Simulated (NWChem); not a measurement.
System: CHO cation

NWChem input:

```
start job
memory heap 200 mb stack 900 mb global 1100 mb
charge 1
geometry units angstroms noautosym nocenter noautoz
  C      0.000000     0.000000    -0.508590
  O      0.000000     0.000000     0.595818
  H      0.000000     0.000000    -1.619825
end
basis spherical
  * library pcsseg-1
end
dft
  xc kt2
  iterations 150
end
property
  shielding
  efieldgrad
end
task dft property
```

Parts of the log:

```
             Northwest Computational Chemistry Package (NWChem) 7.3.0
             --------------------------------------------------------

                             Geometry "geometry" -> ""
                             -------------------------

 Output coordinates in angstroms (scale by  1.889725989 to convert to a.u.)

  No.       Tag          Charge          X              Y              Z
 ---- ---------------- ---------- -------------- -------------- --------------
    1 C                    6.0000     0.00000000     0.00000000    -0.50859000
    2 O                    8.0000     0.00000000     0.00000000     0.59581800
    3 H                    1.0000     0.00000000     0.00000000    -1.61982500

 Effective nuclear repulsion energy (a.u.)      27.7671403294

                              NWChem Property Module
                              ----------------------

  itol2e modified to match energy
  convergence criterion.

                                 NWChem DFT Module
                                 -----------------

 Summary of "ao basis" -> "ao basis" (spherical)
 ------------------------------------------------------------------------------
       Tag                 Description            Shells   Functions and Types
 ---------------- ------------------------------  ------  ---------------------
 C                          pcsseg-1                 7       17   3s3p1d
 O                          pcsseg-1                 7       17   3s3p1d
 H                          pcsseg-1                 3        5   2s1p

  itol2e modified to match energy
  convergence criterion.

            General Information
            -------------------
          SCF calculation type: DFT
          Wavefunction type:  closed shell.
          No. of atoms     :     3
          No. of electrons :    14
           Alpha electrons :     7
            Beta electrons :     7
          Charge           :     1
          Spin multiplicity:     1
          Use of symmetry is: off; symmetry adaption is: off
          Maximum number of iterations: 150
          AO basis - number of functions:    39
                     number of shells:    17
          Convergence on energy requested:  1.00D-07
          Convergence on density requested:  1.00D-05
          Convergence on gradient requested:  5.00D-04

              XC Information
              --------------
                          KT2 Method XC Functional
                        Slater Exchange Functional  1.072 local
                           KT1 gradient correction  1.000 non-local
            Perdew 1991 LDA Correlation Functional  0.577 local

             Grid Information
             ----------------
          Grid used for XC integration:  fine
          Radial quadrature: Mura-Knowles
          Angular quadrature: Lebedev.
          Tag              B.-S. Rad. Rad. Pts. Rad. Cut. Ang. Pts.
          ---              ---------- --------- --------- ---------
          C                   0.70       70           7.0       590
          O                   0.60       70           8.0       590
          H                   0.35       60           7.0       590
          Grid pruning is: on
          Number of quadrature shells:   200
          Spatial weights used:  Erf1

      Superposition of Atomic Density Guess
      -------------------------------------

 Sum of atomic energies:        -112.89894606

 Renormalizing density from      15.00 to     14

      Non-variational initial energy
      ------------------------------

 Total energy =    -108.327145
 1-e energy   =    -194.327905
 2-e energy   =      58.233619
 HOMO         =      -1.127659
 LUMO         =      -0.470699

   convergence    iter        energy       DeltaE   RMS-Dens  Diis-err
 ---------------- ----- ----------------- --------- --------- ---------
 d= 0,ls=0.0,diis     1   -115.0011354712 -1.43D+02  5.26D-02  2.70D+00
 d= 0,ls=0.0,diis     2   -112.7155422535  2.29D+00  4.45D-02  2.04D+01
 d= 0,ls=0.0,diis     3   -115.2787850549 -2.56D+00  3.66D-03  3.97D-02
 d= 0,ls=0.0,diis     4   -115.2828098320 -4.02D-03  1.19D-03  8.61D-03
 d= 0,ls=0.0,diis     5   -115.2838353441 -1.03D-03  1.05D-04  1.04D-04
  Resetting Diis
 d= 0,ls=0.0,diis     6   -115.2838462336 -1.09D-05  1.53D-05  5.33D-06
 d= 0,ls=0.0,diis     7   -115.2838467164 -4.83D-07  1.10D-05  1.27D-07
 d= 0,ls=0.0,diis     8   -115.2838466014  1.15D-07  8.20D-06  1.34D-06
 d= 0,ls=0.0,diis     9   -115.2838467291 -1.28D-07  3.83D-07  7.25D-10
 d= 0,ls=0.0,diis    10   -115.2838467292 -7.68D-11  6.65D-08  3.80D-11

         Total DFT energy =     -115.283846729175
      One electron energy =     -203.899582938846
           Coulomb energy =       76.590231665626
    Exchange-Corr. energy =      -15.741635785388
 Nuclear repulsion energy =       27.767140329434

 Numeric. integr. density =       13.999999982999

                       DFT Final Molecular Orbital Analysis
                       ------------------------------------

 Vector    5  Occ=2.000000D+00  E=-8.209302D-01
              MO Center= -6.0D-10,  6.5D-10,  4.5D-01, r^2= 1.0D+00
   Bfn.  Coefficient  Atom+Function         Bfn.  Coefficient  Atom+Function
  ----- ------------  ---------------      ----- ------------  ---------------
    26      0.398661  2 O  pz                20      0.320069  2 O  s
    19      0.249640  2 O  s                  9     -0.245295  1 C  pz
    29      0.222220  2 O  pz                23      0.214533  2 O  pz
    35      0.196755  3 H  s                  6     -0.141153  1 C  pz
    18     -0.103742  2 O  s                  2     -0.089510  1 C  s

 Vector    6  Occ=2.000000D+00  E=-7.791177D-01
              MO Center= -3.2D-12, -6.7D-12,  2.4D-01, r^2= 7.8D-01
   Bfn.  Coefficient  Atom+Function         Bfn.  Coefficient  Atom+Function
  ----- ------------  ---------------      ----- ------------  ---------------
    24      0.309606  2 O  px                25      0.291216  2 O  py
     7      0.219502  1 C  px                 8      0.206464  1 C  py
    27      0.202680  2 O  px                28      0.190641  2 O  py
    21      0.157920  2 O  px                22      0.148540  2 O  py
     4      0.102700  1 C  px                 5      0.096600  1 C  py

[...]

          -----------------------------------------
          Chemical Shielding Tensors (GIAO, in ppm)
          -----------------------------------------

                                NWChem CPHF Module
                                ------------------

  scftype          =     RHF
  nclosed          =        7
  nopen            =        0
  variables        =      224
  # of vectors     =        3
  tolerance        = 0.10D-03
  level shift      = 0.00D+00
  max iterations   =       50
  max subspace     =       30

 SCF residual:    2.0712576259582449E-006

Iterative solution of linear equations
  No. of variables      224
  No. of equations        3
  Maximum subspace       30
        Iterations       50
       Convergence  1.0D-04

   iter   nsub   residual    time
   ----  ------  --------  ---------
     1      3    1.16D-06       3.2

      Atom:    1  C
        Diamagnetic
    253.4241     -0.0000     -0.0000
     -0.0000    253.4241      0.0000
     -0.0000      0.0000    272.2524

        Paramagnetic
   -308.8468      0.0000      0.0000
      0.0000   -308.8468     -0.0000
      0.0000     -0.0000      0.0000

        Total Shielding Tensor
    -55.4228      0.0000      0.0000
      0.0000    -55.4228     -0.0000
      0.0000     -0.0000    272.2524

           isotropic =      53.8023
          anisotropy =     327.6752

          Principal Components and Axis System
                 1           2           3
              272.2524    -55.4228    -55.4228

      1         0.0000     -0.6830      0.7304
      2        -0.0000      0.7304      0.6830
      3         1.0000      0.0000     -0.0000

      Atom:    2  O
        Diamagnetic
    386.8285      0.0000      0.0000
      0.0000    386.8285     -0.0000
      0.0000     -0.0000    407.6782

        Paramagnetic
   -629.6971      0.0000      0.0000
      0.0000   -629.6971     -0.0000
      0.0000     -0.0000     -0.0000

        Total Shielding Tensor
   -242.8686      0.0000      0.0000
      0.0000   -242.8686     -0.0000
      0.0000     -0.0000    407.6782

           isotropic =     -26.0197
          anisotropy =     650.5469

          Principal Components and Axis System
                 1           2           3
              407.6782   -242.8686   -242.8686

      1         0.0000     -0.6965      0.7176
      2        -0.0000      0.7176      0.6965
      3         1.0000      0.0000      0.0000

      Atom:    3  H
        Diamagnetic
     17.0244     -0.0000     -0.0000
     -0.0000     17.0244      0.0000
     -0.0000      0.0000     31.8031

        Paramagnetic
      2.4139     -0.0000      0.0000
     -0.0000      2.4139     -0.0000
      0.0000     -0.0000      0.0000

        Total Shielding Tensor
     19.4384     -0.0000      0.0000
     -0.0000     19.4384     -0.0000
      0.0000     -0.0000     31.8031

           isotropic =      23.5599
          anisotropy =      12.3647

          Principal Components and Axis System
                 1           2           3
               31.8031     19.4384     19.4384

      1         0.0000     -0.6875      0.7262
      2        -0.0000      0.7262      0.6875
      3         1.0000      0.0000     -0.0000
```

Level: KT2/pcSseg-1, GIAO. Coordinates come from a PBE0/def2-SVP optimisation. NWChem prints the field gradient with the sign opposite to the second derivative of the potential. The printed shielding anisotropy is the first printed principal value minus the mean of the other two.
